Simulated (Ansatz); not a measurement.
C5H10S, SMILES `CC1CCCS1`, relaxed with RKS PBE-D4/def2-SVP in Ansatz from a rough embedded geometry. The force threshold is 0.03 eV/Å; the program also tests the step.

Total charge 0; spin multiplicity 1.

Start:

```xyz
16

C     1.660   -1.427   -0.120
C     0.878   -0.196    0.299
C     0.078    0.436   -0.833
C    -1.033    1.255   -0.189
C    -1.712    0.321    0.798
S    -0.364   -0.616    1.601
H     2.380   -1.165   -0.894
H     0.987   -2.188   -0.507
H     2.197   -1.843    0.729
H     1.550    0.540    0.751
H     0.723    1.050   -1.463
H    -0.360   -0.352   -1.451
H    -0.603    2.106    0.342
H    -1.745    1.628   -0.927
H    -2.365   -0.392    0.294
H    -2.273    0.843    1.570
```

(1) How much energy does the relaxation release, and in how many steps? (An estimate is asked.)

(2) Which bonds change most? (Estimate.)

(3) Give the relaxed structure. (Estimate.)

Results:

(1) Ansatz gave: 8.91 kJ/mol, in 4 steps.

(2) Computed: C1–H7 from 1.089 to 1.111 Å; C1–H8 from 1.088 to 1.109 Å; C1–H9 from 1.087 to 1.108 Å; C5–H16 from 1.088 to 1.108 Å.

(3) Computed: 
```xyz
16

C     1.691   -1.435   -0.118
C     0.877   -0.215    0.300
C     0.073    0.435   -0.834
C    -1.047    1.257   -0.192
C    -1.733    0.331    0.817
S    -0.383   -0.652    1.605
H     2.442   -1.155   -0.886
H     1.030   -2.221   -0.539
H     2.238   -1.875    0.739
H     1.554    0.543    0.750
H     0.733    1.049   -1.482
H    -0.365   -0.364   -1.473
H    -0.613    2.132    0.337
H    -1.769    1.646   -0.940
H    -2.443   -0.358    0.313
H    -2.286    0.883    1.602
```
